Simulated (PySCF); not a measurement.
Process, species as SMILES: [SiH3][SiH] (SiH-SiH3) (closed-shell singlet) + 2 [H][H] (H2) → 2 [SiH4] (SiH4)
B3LYP-D3(BJ)/def2-TZVP geometries, fixed; electronic energies without zero-point terms.

Effect of the grid level at PBE0/def2-SVP with PySCF, against the last row, where the energy of full hydrogenation is -68.14 kcal/mol.

| setting | grid points, largest species | largest shift of a total energy (mEh) | shift of the energy of full hydrogenation (kcal/mol) |
|---|---|---|---|
| grids.level: 0 | 5728 | 71.251 | -1.692 |
| grids.level: 1 | 22712 | -0.024 | -0.036 |
| grids.level: 2 | 45344 | 0.003 | 0.004 |
| grids.level: 3 | 77592 | -0.001 | 0.001 |
| grids.level: 4 | 120672 | 0.001 | 0.000 |
| grids.level: 5 | 181264 | 0.000 | 0.000 |
| grids.level: 7 | 374552 | 0.000 | 0.000 |

Within 0.05 kcal/mol in the energy of full hydrogenation: grids.level: 1; grids.level: 2; grids.level: 3; grids.level: 4; grids.level: 5. The largest shift is 71.251 mEh in a total energy and 1.692 kcal/mol in the difference.
